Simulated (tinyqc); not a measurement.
Inside a calculation (part 1 of 2). Method: CIS on RHF in the sto-6g basis, frozen core, for H2F+, spin multiplicity 1. Computed by tinyqc, a small Python program that keeps every step (integrals from PySCF). Settings: charge = 1, multiplicity = 1, basis = sto-6g, method = RHF, frozen orbitals = 1, energy threshold = 1e-10, iteration cap = 53, orthogonalisation = symmetric, start = atomic densities, DIIS depth = 6. Command: `OMP_NUM_THREADS=1 python tinyqc.py 21644 21645 out.jsonl` (the two numbers bound the seeds that draw the settings). One thread of a shared host (Intel(R) Xeon(R) Processor @ 2.60GHz), about 0.2 s of CPU time with the checks. The early iterations of the SCF are left out here.

## One-electron integrals

Geometry (angstrom):
```
atom         x          y         z
F     0.000000   0.000000  0.000000
H     0.000000   0.981000  0.595000
H     0.000000  -1.026000  0.622000
```

Basis sto-6g: exponents (1/bohr^2) and contraction coefficients of normalised primitives:
```
element  l (shell)     exponent  coefficient
F            s (1)  1728.626574     0.009164
F            s (1)   316.941790     0.049361
F            s (1)    88.668891     0.168538
F            s (1)    30.460157     0.370563
F            s (1)    11.828570     0.416492
F            s (1)     4.871659     0.130334
F            s (2)    67.032281    -0.013253
F            s (2)    13.267438    -0.046992
F            s (2)     4.123510    -0.033785
F            s (2)     1.586463     0.250242
F            s (2)     0.689002     0.595117
F            s (2)     0.315820     0.240706
F            p (3)    67.032281     0.003760
F            p (3)    13.267438     0.037679
F            p (3)     4.123510     0.173897
F            p (3)     1.586463     0.418036
F            p (3)     0.689002     0.425860
F            p (3)     0.315820     0.101708
H            s (1)    35.523221     0.009164
H            s (1)     6.513144     0.049361
H            s (1)     1.822143     0.168538
H            s (1)     0.625955     0.370563
H            s (1)     0.243077     0.416492
H            s (1)     0.100112     0.130334
```

Overlap, kinetic and nuclear-attraction integrals over the contracted functions; the nuclear repulsion is the sum of Za Zb / Rab.

nuclear repulsion = 8.38407062 hartree

overlap S:
```
           1F 1s     1F 2s    1F 2px     1F 2py    1F 2pz     2H 1s      3H 1s
1F 1s   1.000000  0.232479  0.000000   0.000000  0.000000  0.029737   0.026325
1F 2s   0.232479  1.000000  0.000000   0.000000  0.000000  0.313709   0.287021
1F 2px  0.000000  0.000000  1.000000   0.000000  0.000000  0.000000   0.000000
1F 2py  0.000000  0.000000  0.000000   1.000000  0.000000  0.226203  -0.210229
1F 2pz  0.000000  0.000000  0.000000   0.000000  1.000000  0.137198   0.127449
2H 1s   0.029737  0.313709  0.000000   0.226203  0.137198  1.000000   0.118532
3H 1s   0.026325  0.287021  0.000000  -0.210229  0.127449  0.118532   1.000000
```

kinetic energy T (hartree):
```
            1F 1s      1F 2s    1F 2px     1F 2py    1F 2pz      2H 1s      3H 1s
1F 1s   37.397730  -1.143349  0.000000   0.000000  0.000000  -0.005401  -0.005564
1F 2s   -1.143349   1.082297  0.000000   0.000000  0.000000   0.037016   0.024288
1F 2px   0.000000   0.000000  3.251325   0.000000  0.000000   0.000000   0.000000
1F 2py   0.000000   0.000000  0.000000   3.251325  0.000000   0.105663  -0.085825
1F 2pz   0.000000   0.000000  0.000000   0.000000  3.251325   0.064087   0.052030
2H 1s   -0.005401   0.037016  0.000000   0.105663  0.064087   0.768522  -0.011665
3H 1s   -0.005564   0.024288  0.000000  -0.085825  0.052030  -0.011665   0.768522
```

nuclear attraction V (hartree):
```
             1F 1s       1F 2s      1F 2px      1F 2py      1F 2pz      2H 1s      3H 1s
1F 1s   -78.724722   -8.075469    0.000000   -0.000743   -0.010098  -1.181044  -1.044703
1F 2s    -8.075469  -12.376554    0.000000   -0.008422   -0.118474  -2.831652  -2.555644
1F 2px    0.000000    0.000000  -12.334834    0.000000    0.000000   0.000000   0.000000
1F 2py   -0.000743   -0.008422    0.000000  -12.425237   -0.003434  -1.766265   1.610736
1F 2pz   -0.010098   -0.118474    0.000000   -0.003434  -12.368076  -1.096703  -1.001077
2H 1s    -1.181044   -2.831652    0.000000   -1.766265   -1.096703  -5.583312  -0.752082
3H 1s    -1.044703   -2.555644    0.000000    1.610736   -1.001077  -0.752082  -5.417828
```

core Hamiltonian H = T + V (hartree):
```
             1F 1s       1F 2s     1F 2px     1F 2py     1F 2pz      2H 1s      3H 1s
1F 1s   -41.326992   -9.218818   0.000000  -0.000743  -0.010098  -1.186445  -1.050267
1F 2s    -9.218818  -11.294257   0.000000  -0.008422  -0.118474  -2.794636  -2.531356
1F 2px    0.000000    0.000000  -9.083509   0.000000   0.000000   0.000000   0.000000
1F 2py   -0.000743   -0.008422   0.000000  -9.173912  -0.003434  -1.660603   1.524910
1F 2pz   -0.010098   -0.118474   0.000000  -0.003434  -9.116751  -1.032616  -0.949047
2H 1s    -1.186445   -2.794636   0.000000  -1.660603  -1.032616  -4.814789  -0.763748
3H 1s    -1.050267   -2.531356   0.000000   1.524910  -0.949047  -0.763748  -4.649305
```

## Two-electron integrals

Functions are numbered as in S; the eight-fold symmetry (ij|kl) = (ji|kl) = (kl|ij) leaves the list below.

Two-electron integrals (ij|kl) in chemists' order, unique and non-zero (hartree):
```
(11|11) 5.406240    (21|11) 0.768129    (21|21) 0.138909    (22|11) 1.266271
(22|21) 0.283987    (22|22) 0.926367    (31|31) 0.029452    (32|31) 0.044681
(32|32) 0.204753    (33|11) 1.266273    (33|21) 0.283987    (33|22) 0.926366
(33|33) 0.998085    (41|41) 0.029452    (42|41) 0.044681    (42|42) 0.204753
(43|43) 0.053789    (44|11) 1.266273    (44|21) 0.283987    (44|22) 0.926366
(44|33) 0.890506    (44|44) 0.998085    (51|51) 0.029452    (52|51) 0.044681
(52|52) 0.204753    (53|53) 0.053789    (54|54) 0.053789    (55|11) 1.266273
(55|21) 0.283987    (55|22) 0.926366    (55|33) 0.890506    (55|44) 0.890506
(55|55) 0.998085    (61|11) 0.104571    (61|21) 0.018137    (61|22) 0.036300
(61|33) 0.036239    (61|41) 0.000676    (61|42) 0.001324    (61|44) 0.036373
(61|51) 0.000410    (61|52) 0.000803    (61|54) 0.000081    (61|55) 0.036289
(61|61) 0.002407    (62|11) 0.275545    (62|21) 0.062777    (62|22) 0.229808
(62|33) 0.226514    (62|41) 0.003903    (62|42) 0.029929    (62|44) 0.233737
(62|51) 0.002367    (62|52) 0.018153    (62|54) 0.004381    (62|55) 0.229171
(62|61) 0.008207    (62|62) 0.071903    (63|31) 0.006827    (63|32) 0.039587
(63|43) 0.006195    (63|53) 0.003757    (63|63) 0.010311    (64|11) 0.164765
(64|21) 0.038053    (64|22) 0.148873    (64|33) 0.142697    (64|41) 0.008855
(64|42) 0.057609    (64|44) 0.159575    (64|51) 0.001230    (64|52) 0.010931
(64|54) 0.006480    (64|55) 0.144348    (64|61) 0.005180    (64|62) 0.057172
(64|64) 0.055349    (65|11) 0.099934    (65|21) 0.023080    (65|22) 0.090295
(65|33) 0.086549    (65|41) 0.001230    (65|42) 0.010931    (65|44) 0.089271
(65|51) 0.007573    (65|52) 0.046217    (65|54) 0.007846    (65|55) 0.095065
(65|61) 0.003142    (65|62) 0.034676    (65|64) 0.027316    (65|65) 0.026879
(66|11) 0.453119    (66|21) 0.105167    (66|22) 0.443512    (66|33) 0.429382
(66|41) 0.007773    (66|42) 0.084110    (66|44) 0.460372    (66|51) 0.004714
(66|52) 0.051015    (66|54) 0.018797    (66|55) 0.440782    (66|61) 0.013831
(66|62) 0.183998    (66|64) 0.169444    (66|65) 0.102772    (66|66) 0.774999
(71|11) 0.092516    (71|21) 0.016049    (71|22) 0.032132    (71|33) 0.032078
(71|41) -0.000598   (71|42) -0.001173   (71|44) 0.032196    (71|51) 0.000362
(71|52) 0.000711    (71|54) -0.000071   (71|55) 0.032122    (71|61) 0.002101
(71|62) 0.007034    (71|64) 0.004084    (71|65) 0.002696    (71|66) 0.011758
(71|71) 0.001885    (72|11) 0.248754    (72|21) 0.056696    (72|22) 0.208149
(72|33) 0.205155    (72|41) -0.003527   (72|42) -0.027267   (72|44) 0.211722
(72|51) 0.002138    (72|52) 0.016530    (72|54) -0.003982   (72|55) 0.207568
(72|61) 0.007176    (72|62) 0.051826    (72|64) 0.028641    (72|65) 0.024277
(72|66) 0.106034    (72|71) 0.006561    (72|72) 0.059558    (73|31) 0.006101
(73|32) 0.035599    (73|43) -0.005621   (73|53) 0.003407    (73|63) 0.007102
(73|73) 0.008448    (74|11) -0.150712   (74|21) -0.034815   (74|22) -0.136568
(74|33) -0.130965   (74|41) 0.007942    (74|42) 0.052098    (74|44) -0.146278
(74|51) -0.001116   (74|52) -0.010002   (74|54) 0.005876    (74|55) -0.132461
(74|61) -0.004226   (74|62) -0.029164   (74|64) -0.009502   (74|65) -0.013399
(74|66) -0.055748   (74|71) -0.004191   (74|72) -0.047958   (74|74) 0.046675
(75|11) 0.091367    (75|21) 0.021106    (75|22) 0.082793    (75|33) 0.079396
(75|41) -0.001116   (75|42) -0.010002   (75|44) 0.081864    (75|51) 0.006778
(75|52) 0.041663    (75|54) -0.007117   (75|55) 0.087118    (75|61) 0.002783
(75|62) 0.024489    (75|64) 0.013309    (75|65) 0.018394    (75|66) 0.054896
(75|71) 0.002541    (75|72) 0.029074    (75|74) -0.023175   (75|75) 0.022497
(76|11) 0.069115    (76|21) 0.015927    (76|22) 0.063805    (76|33) 0.062707
(76|41) -0.000014   (76|42) -0.000161   (76|44) 0.063933    (76|51) 0.000957
(76|52) 0.008964    (76|54) -0.000030   (76|55) 0.064775    (76|61) 0.002056
(76|62) 0.019888    (76|64) 0.013862    (76|65) 0.010997    (76|66) 0.055012
(76|71) 0.001821    (76|72) 0.018268    (76|74) -0.013022   (76|75) 0.010212
(76|76) 0.007126    (77|11) 0.434784    (77|21) 0.100942    (77|22) 0.427118
(77|33) 0.413945    (77|41) -0.007241   (77|42) -0.079364   (77|44) 0.442841
(77|51) 0.004390    (77|52) 0.048113    (77|54) -0.017518   (77|55) 0.424565
(77|61) 0.012753    (77|62) 0.112941    (77|64) 0.058604    (77|65) 0.057795
(77|66) 0.262745    (77|71) 0.011743    (77|72) 0.164048    (77|74) -0.152873
(77|75) 0.092678    (77|76) 0.055012    (77|77) 0.774999
```

## Orthogonalisation

S = U s U^T; symmetric (Loewdin) form X = U s^(-1/2) U^T, so that X^T S X = 1.

eigenvalues of S: 0.544352  0.629191  0.910609  1.000000  1.080552  1.254332  1.580963

X:
```
            1F 1s      1F 2s    1F 2px     1F 2py     1F 2pz      2H 1s      3H 1s
1F 1s    1.022075  -0.128281  0.000000  -0.000470  -0.003404   0.014420   0.013207
1F 2s   -0.128281   1.096811  0.000000   0.005270   0.032591  -0.170632  -0.151424
1F 2px   0.000000   0.000000  1.000000   0.000000   0.000000   0.000000   0.000000
1F 2py  -0.000470   0.005270  0.000000   1.043172   0.002078  -0.134181   0.123473
1F 2pz  -0.003404   0.032591  0.000000   0.002078   1.014032  -0.073195  -0.066043
2H 1s    0.014420  -0.170632  0.000000  -0.134181  -0.073195   1.075273  -0.044231
3H 1s    0.013207  -0.151424  0.000000   0.123473  -0.066043  -0.044231   1.062838
```

## Iteration 9 (converged): orbitals

converged F (hartree):
```
             1F 1s      1F 2s     1F 2px     1F 2py     1F 2pz      2H 1s      3H 1s
1F 1s   -26.864750  -6.506986   0.000000  -0.000996  -0.018152  -0.839774  -0.743790
1F 2s    -6.506986  -3.405990   0.000000  -0.006116  -0.069909  -0.902524  -0.821607
1F 2px    0.000000   0.000000  -0.973467   0.000000   0.000000   0.000000   0.000000
1F 2py   -0.000996  -0.006116   0.000000  -0.857534  -0.002861  -0.465507   0.436973
1F 2pz   -0.018152  -0.069909   0.000000  -0.002861  -0.907555  -0.324706  -0.307129
2H 1s    -0.839774  -0.902524   0.000000  -0.465507  -0.324706  -0.675077  -0.195044
3H 1s    -0.743790  -0.821607   0.000000   0.436973  -0.307129  -0.195044  -0.636259
```

Diagonalise F' = X^T F X, C = X C', fill 5 alpha and 5 beta electrons from the bottom; D = 2 C_occ C_occ^T. Each column has its largest component positive (the first on a tie).

F' = X^T F X (hartree):
```
            1          2          3          4          5          6          7
1  -26.452610  -3.194342   0.000000  -0.002202  -0.028948  -0.099548  -0.080157
2   -3.194342  -2.206789   0.000000   0.006203   0.024184  -0.378505  -0.341098
3    0.000000   0.000000  -0.973467   0.000000   0.000000   0.000000   0.000000
4   -0.002202   0.006203   0.000000  -0.705624   0.003460  -0.369048   0.346782
5   -0.028948   0.024184   0.000000   0.003460  -0.852030  -0.233769  -0.219299
6   -0.099548  -0.378505   0.000000  -0.369048  -0.233769  -0.375972  -0.040203
7   -0.080157  -0.341098   0.000000   0.346782  -0.219299  -0.040203  -0.383138
```

orbital energies (hartree): MO1 -26.867823, MO2 -1.953959, MO3 -1.060964, MO4 -0.982820, MO5 -0.973467, MO6 -0.129610, MO7 0.019014

coefficients C:
```
              MO1        MO2        MO3        MO4       MO5        MO6        MO7
1F 1s    0.997202  -0.241238   0.006499   0.047868  0.000000   0.079629   0.014331
1F 2s    0.012213   0.975329  -0.036101  -0.254463  0.000000  -0.496020  -0.095288
1F 2px   0.000000   0.000000   0.000000   0.000000  1.000000   0.000000   0.000000
1F 2py   0.000115   0.005397   0.747710  -0.050452  0.000000   0.093235  -0.742397
1F 2pz   0.001187   0.068755   0.051623   0.884908  0.000000  -0.492504  -0.077735
2H 1s   -0.001936   0.074599   0.362052   0.203918  0.000000   0.602078   0.818611
3H 1s   -0.001718   0.067125  -0.329668   0.247157  0.000000   0.795957  -0.605366
```

D after iteration 9:
```
            1F 1s      1F 2s    1F 2px     1F 2py     1F 2pz      2H 1s      3H 1s
1F 1s    2.109884  -0.471046  0.000000   0.002514   0.054583  -0.015626  -0.016436
1F 2s   -0.471046   2.034940  0.000000  -0.017779  -0.319934   0.015549   0.028913
1F 2px   0.000000   0.000000  2.000000   0.000000   0.000000   0.000000   0.000000
1F 2py   0.002514  -0.017779  0.000000   1.123289  -0.011351   0.521648  -0.517208
1F 2pz   0.054583  -0.319934  0.000000  -0.011351   1.580912   0.408531   0.412613
2H 1s   -0.015626   0.015549  0.000000   0.521648   0.408531   0.356465  -0.127893
3H 1s   -0.016436   0.028913  0.000000  -0.517208   0.412613  -0.127893   0.348553
```

## Convergence

Stop when the energy changes by less than 1e-10 hartree and every element of the error matrix X^T (F D S - S D F) X is below 3e-06.

Course of the cycle:
```
iteration   E (hartree)     change  largest element of the error matrix
1          -94.70980132          -                             8.05e-01
2          -99.57475194  -4.86e+00                             3.18e-01
3          -99.72446663  -1.50e-01                             3.90e-02
4          -99.72638107  -1.91e-03                             7.08e-03
5          -99.72642700  -4.59e-05                             3.71e-04
6          -99.72642713  -1.27e-07                             6.66e-05
7          -99.72642714  -1.22e-08                             2.51e-05
8          -99.72642714  -1.00e-09                             2.37e-06
9          -99.72642714  -6.93e-12                             1.49e-07
```

PySCF RHF in the same basis = -99.72642714 hartree

Converged in 9 iterations.

## Integrals over molecular orbitals

(pq|rs) = sum C_ip C_jq C_kr C_ls (ij|kl), one index at a time.

one-electron integrals over orbitals h = C^T H C (hartree):
```
            1          2          3          4          5          6          7
1  -41.313955   0.713350  -0.018688  -0.133175   0.000000  -0.236395  -0.042848
2    0.713350  -9.606159   0.041996   0.349034   0.000000   1.177506   0.214357
3   -0.018688   0.041996  -7.764214  -0.056531   0.000000  -0.247238   2.260820
4   -0.133175   0.349034  -0.056531  -8.503628   0.000000   1.545046   0.061427
5    0.000000   0.000000   0.000000   0.000000  -9.083509   0.000000   0.000000
6   -0.236395   1.177506  -0.247238   1.545046   0.000000  -5.265164   0.020988
7   -0.042848   0.214357   2.260820   0.061427   0.000000   0.020988  -5.808349
```

Two-electron integrals over orbitals (pq|rs), unique and non-zero (hartree); the lowest 1 orbital is frozen and left out:
```
(22|22) 0.866504    (32|22) -0.000368   (32|32) 0.149753    (33|22) 0.740728
(33|32) -0.002412   (33|33) 0.703174    (42|22) -0.012250   (42|32) 0.001429
(42|33) -0.007989   (42|42) 0.164370    (43|22) 0.005673    (43|32) 0.008640
(43|33) 0.006201    (43|42) -0.005880   (43|43) 0.048085    (44|22) 0.817828
(44|32) -0.007815   (44|33) 0.690875    (44|42) -0.077118   (44|43) 0.005720
(44|44) 0.860603    (52|52) 0.185934    (53|52) -0.003723   (53|53) 0.037005
(54|52) -0.027549   (54|53) 0.001161    (54|54) 0.050706    (55|22) 0.889516
(55|32) -0.005963   (55|33) 0.729011    (55|42) -0.048371   (55|43) 0.006724
(55|44) 0.823466    (55|55) 0.998085    (62|22) -0.126869   (62|32) 0.008743
(62|33) -0.077657   (62|42) -0.049343   (62|43) -0.001869   (62|44) -0.088920
(62|55) -0.130265   (62|62) 0.063819    (63|22) 0.025896    (63|32) 0.023106
(63|33) 0.023210    (63|42) -0.006093   (63|43) 0.019995    (63|44) 0.018194
(63|55) 0.026663    (63|62) -0.008157   (63|63) 0.072736    (64|22) -0.162781
(64|32) -0.005436   (64|33) -0.093790   (64|42) 0.009669    (64|43) -0.005140
(64|44) -0.164035   (64|55) -0.165910   (64|62) 0.055686    (64|63) -0.020371
(64|64) 0.086841    (65|52) -0.044738   (65|53) 0.003349    (65|54) -0.011917
(65|65) 0.021079    (66|22) 0.526803    (66|32) -0.019139   (66|33) 0.517696
(66|42) 0.059290    (66|43) -0.016116   (66|44) 0.510396    (66|55) 0.508522
(66|62) -0.040085   (66|63) -0.025285   (66|64) -0.015021   (66|66) 0.532691
(72|22) -0.023655   (72|32) -0.073961   (72|33) -0.009922   (72|42) -0.001340
(72|43) 0.016849    (72|44) -0.018958   (72|55) -0.023556   (72|62) 0.002824
(72|63) 0.019969    (72|64) 0.009605    (72|66) -0.007236   (72|72) 0.059146
(73|22) -0.228728   (73|32) 0.012525    (73|33) -0.167842   (73|42) 0.049336
(73|43) 0.000216    (73|44) -0.204194   (73|55) -0.242193   (73|62) 0.061459
(73|63) -0.004775   (73|64) 0.094384    (73|66) -0.015504   (73|72) 0.013517
(73|73) 0.167259    (74|22) -0.006076   (74|32) 0.045913    (74|33) -0.002175
(74|42) -0.005404   (74|43) -0.005204   (74|44) -0.007976   (74|55) -0.006518
(74|62) 0.006093    (74|63) 0.044487    (74|64) -0.003475   (74|66) -0.019532
(74|72) -0.009516   (74|73) 0.012158    (74|74) 0.045550    (75|52) -0.007978
(75|53) -0.025440   (75|54) 0.000150    (75|65) 0.000821    (75|75) 0.019928
(76|22) 0.000617    (76|32) 0.080281    (76|33) 0.002312    (76|42) 0.003344
(76|43) 0.051307    (76|44) -0.008013   (76|55) -0.002046   (76|62) -0.001078
(76|63) 0.087394    (76|64) -0.015089   (76|66) -0.044928   (76|72) 0.001173
(76|73) 0.021250    (76|74) 0.057542    (76|76) 0.156804    (77|22) 0.587412
(77|32) 0.025196    (77|33) 0.585366    (77|42) 0.006017    (77|43) 0.013909
(77|44) 0.562339    (77|55) 0.575290    (77|62) -0.037977   (77|63) 0.033404
(77|64) -0.036043   (77|66) 0.501559    (77|72) -0.007442   (77|73) -0.061545
(77|74) 0.017186    (77|76) 0.042554    (77|77) 0.563233
```

## CIS matrix, singlets

A(ia,jb) = (e_a - e_i) d_ij d_ab + 2 (ia|jb) - (ij|ab).

CIS matrix A, singlet (hartree):
```
          2>6        2>7        3>6        3>7        4>6        4>7       5>6       5>7
2>6  1.425183   0.005030   0.002825   0.042637   0.052081   0.008841  0.000000  0.000000
2>7  0.005030   1.503853  -0.040343   0.001839   0.015866  -0.025049  0.000000  0.000000
3>6  0.002825  -0.040343   0.559129  -0.011862  -0.024626   0.037667  0.000000  0.000000
3>7  0.042637   0.001839  -0.011862   0.829130   0.137461   0.010408  0.000000  0.000000
4>6  0.052081   0.015866  -0.024626   0.137461   0.516497   0.001063  0.000000  0.000000
4>7  0.008841  -0.025049   0.037667   0.010408   0.001063   0.530596  0.000000  0.000000
5>6  0.000000   0.000000   0.000000   0.000000   0.000000   0.000000  0.377494  0.003689
5>7  0.000000   0.000000   0.000000   0.000000   0.000000   0.000000  0.003689  0.457046
```
